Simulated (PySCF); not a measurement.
# N2O (nitrous oxide): levels of theory compared

Wanted: a comparison of 4 runs (MP2/STO-6G, CCSDT/STO-6G, CCSD(T)/STO-6G, FCI/STO-6G) of N2O (nitrous oxide). Input form: a Python script.

The results are computed with PySCF 2.14.0.

7 further runs of the same task are left out: 7 set aside as unsound or not needed.

**1. The molecule**

N2O: 3 atoms, total charge 0, spin state singlet. As SMILES, `N#[N+][O-]`. One bond was lengthened or shortened from a relaxed shape.

Bond lengths: N1–N2 1.118 Å, N2–O3 1.409 Å. Angles: N1–N2–O3 180.0°.

**2. A single-point energy at MP2/STO-6G (run 1)**

The input, calc.py:

```python
from pyscf import gto, mp

mol = gto.M(
    atom=[
    ('N', (-0.617415, 1.208189, -0.202605)),
    ('N', (-0.114115, 0.223389, -0.037505)),
    ('O', (0.520100, -1.017800, 0.170700)),
],
    basis='sto-6g',
    max_memory=1860,
    spin=0,
    verbose=4,
)

calc0 = mol.RHF()
calc0.conv_tol = 1e-10
calc0.kernel()
if not calc0.converged:
    calc0 = calc0.newton().run(calc0.mo_coeff, calc0.mo_occ)

pt = mp.MP2(calc0, frozen=3).run()
energy = pt.e_tot
print('E = %.10f Eh' % energy)
```

Launch:

```
$ OMP_NUM_THREADS=1 python calc.py
```

Log:

```text
PySCF version 2.14.0

[... 57 lines left out ...]
converged SCF energy = -182.948905081806
[... 1 line left out ...]
******** <class 'pyscf.mp.mp2.RMP2'> ********
nocc = 8, nmo = 12
frozen orbitals 3
E(RMP2) = -183.163868626774  E_corr = -0.214963544968193
E(SCS-RMP2) = -183.157078591823  E_corr = -0.208173510016539
E_corr(same-spin) = -0.0574416276291834
E_corr(oppo-spin) = -0.15752191733901
E = -183.1638686268 Eh
```

It took 0.82 s on 1 thread of Arm Neoverse V1, shared host; peak memory 0.12 GiB.

**3. A single-point energy at CCSDT/STO-6G (run 2)**

The input, input.py:

```python
from pyscf import gto, scf, cc

mol = gto.M(
    atom=[
    ('N', (-0.617415, 1.208189, -0.202605)),
    ('N', (-0.114115, 0.223389, -0.037505)),
    ('O', (0.520100, -1.017800, 0.170700)),
],
    spin=0,
    max_memory=1860,
    verbose=3,
    basis='sto-6g',
)

mf = scf.RHF(mol)
mf.conv_tol = 1e-10
mf.kernel()
if not mf.converged:
    mf = mf.newton().run(mf.mo_coeff, mf.mo_occ)

mycc = cc.CCSDT(mf, frozen=3)
mycc.kernel()
e_tot = mycc.e_tot
print(f'total energy: {e_tot:.8f} hartree')
```

Launch:

```
$ OMP_NUM_THREADS=1 python input.py
```

Log:

```text
converged SCF energy = -182.948905081806
_make_eris_incore_RCCSDT

WARN: A large `blksize` is being used, which may cause large memory consumption
      for storing contraction intermediates. If memory is sufficient, consider using
      `pyscf.cc.rccsdt_highm.RCCSDT` instead.

RCCSDT converged
E(RCCSDT) = -183.188556715644   E_corr = -0.2396516338379068
E_corr(same-spin) = -0.0536614140439384
E_corr(oppo-spin) = -0.185990219793968
total energy: -183.18855672 hartree
```

Run time: 1.2 s. Hardware: 1 thread of Arm Neoverse V1, shared host; peak memory 0.1 GiB.

Run 3 isn't shown in full; the table further down has it.

**4. The energy at FCI/STO-6G (run 4)**

The input, geometry.xyz:

```xyz
3

N     -0.617415     1.208189    -0.202605
N     -0.114115     0.223389    -0.037505
O      0.520100    -1.017800     0.170700
```

The input, input.py:

```python
from pyscf import gto, mcscf
from pyscf import fci

mol = gto.Mole()
mol.atom = 'geometry.xyz'
mol.max_memory = 1860
mol.verbose = 3
mol.basis = 'sto-6g'
mol.charge = 0
mol.build()

myscf = mol.RHF()
myscf.conv_tol = 1e-10
myscf.kernel()
if not myscf.converged:
    myscf = myscf.newton().run(myscf.mo_coeff, myscf.mo_occ)

cas = mcscf.CASCI(myscf, myscf.mo_coeff.shape[-1] - 3, (mol.nelec[0] - 3, mol.nelec[1] - 3))  # full CI above the frozen core
cas.fcisolver = fci.direct_spin0.FCI(mol)  # even spin states alone
cas.kernel()
print('<S^2> = %.4f' % cas.fcisolver.spin_square(cas.ci, cas.ncas, cas.nelecas)[0])
e_tot = cas.e_tot
print('E(%s) = %.9f' % ('FCI', e_tot))
```

Launch:

```
$ OMP_NUM_THREADS=1 python input.py
```

Log:

```text
converged SCF energy = -182.948905081806
CASCI E = -183.191893736202  E(CI) = -64.0823968665371  S^2 = 0.0000000
<S^2> = 0.0000
E(FCI) = -183.191893736
```

Wall time 5.1 s (1 thread of Arm Neoverse V1, shared host); peak memory 0.17 GiB.

**5. Overview of the runs**

| run | level | energy (Eh) | dipole moment (D) of the reference | HOMO energy (eV) | LUMO energy (eV) | wall time |
| --- | --- | --- | --- | --- | --- | --- |
| 1 | MP2/STO-6G | -183.163869 | 0.98 | -9.68 | 5.86 | 0.82 s |
| 2 | CCSDT/STO-6G | -183.188557 | 0.98 | -9.68 | 5.86 | 1.2 s |
| 3 | CCSD(T)/STO-6G | -183.187577 | 0.98 | -9.68 | 5.86 | 0.9 s |
| 4 | FCI/STO-6G | -183.191894 | 0.98 | -9.68 | 5.86 | 5.1 s |

**6. Summary of results**

| quantity | value |
| --- | --- |
| run 4: total energy | -183.19189 Eh |
| run 4: dipole moment (Hartree–Fock density) | 0.98 D |
| run 4: HOMO energy (Hartree–Fock orbitals) | -9.68 eV |
| run 4: LUMO energy (Hartree–Fock orbitals) | 5.86 eV |
| run 4: HOMO–LUMO gap (Hartree–Fock orbitals) | 15.54 eV |
| run 4: correlation energy (3 core orbitals frozen) | -243.0 mEh |

In words: Against full CI in this basis: MP2 +28.0 mEh; CCSDT +3.3 mEh; CCSD(T) +4.3 mEh. In run 3 the T1 diagnostic is large, so a single reference may not serve. In runs 1, 2, 3, 4 the basis is minimal, so the values are rough. All runs together took 8 s, the longest 5.1 s.
